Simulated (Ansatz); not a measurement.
Input file:

```yaml
crystal:
  periodic: [false, false, false]
  atoms:
    - {symbol: Al, position_ang: [0.030968, -0.131818, 1.790177]}
    - {symbol: As, position_ang: [-0.036900, 0.036215, -0.659781]}
    - {symbol: H, position_ang: [-0.046103, 1.270326, 2.572815]}
    - {symbol: H, position_ang: [1.257138, 0.843580, -0.588998]}
    - {symbol: H, position_ang: [0.702801, -1.277219, -0.862641]}
basis:
  gaussian: {orbitals: cc-pVDZ, point_charges: [{charge: -1.00, position_ang: [4.107, -0.381, -0.478]}]}
total_charge: 1
magnetization: {spin_polarized: false}
hamiltonian: {xc: hf, pseudopotentials: {relativity: none}}
output: {orbitals: {seedname: orbitals}}
```

```sh
$ ansatz run in.yaml --threads 1 --pin off --events-out ev --progress --plain --max-ram 2393MiB
```

The program prints:

```
639 factors; integrals over basis functions are off by at most 1.1e-3 eV
mean field evaluation 1: about -67419.0464 eV, gradient 1.7e1 eV
mean field evaluation 2: about -67419.0495 eV, gradient 1.7e1 eV
mean field evaluation 4: about -67420.5427 eV, gradient 1.7e0 eV
mean field evaluation 8: about -67420.5764 eV, gradient 1.0e-3 eV
mean field -67420.57641494 eV, -2477.6604839412 hartree, gradient 1.5e-5 eV, S^2 0.000000; 0 other end points of the search recorded, 0 dependent functions left out
reference -67420.57641494 eV, -2477.6604839412 hartree; 24, 24 occupied and 36, 36 virtual orbitals, 639 factors
Total energy: -67420.57641494 eV, -2477.6604839412 hartree
```

Ran on 1 thread of Arm Neoverse V1, shared host: 0.81 s wall, 0.27 GiB peak host memory.
